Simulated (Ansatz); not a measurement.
This Ansatz (a first-principles code) input (MP2/cc-pV5Z) gives -152.38966 Eh with 383 basis functions.

Ansatz 0.2 input:
```yaml
crystal:
  periodic: [false, false, false]
  atoms:
    - {symbol: C, position_ang: [0.00913574, 0.00173503, -1.20562697]}
    - {symbol: C, position_ang: [-0.00077797, -0.00014775, 0.10266711]}
    - {symbol: H, position_ang: [0.02818759, 0.94008178, -1.73766571]}
    - {symbol: H, position_ang: [-0.00183081, -0.93507619, -1.74059173]}
    - {symbol: O, position_ang: [-0.00956292, -0.00181616, 1.26200208]}
basis:
  gaussian:
    orbitals: cc-pV5Z
magnetization: {spin_polarized: false}
correlation: {method: mp2, electrons: outside_noble_gas}
```

Change:
```diff
- orbitals: cc-pV5Z
+ orbitals: aug-pcseg-3
```

Problem. What does the run give now?

Solution. -152.36824 Eh (MP2/aug-pcseg-3, 353 functions), a change of +21.42 mEh.
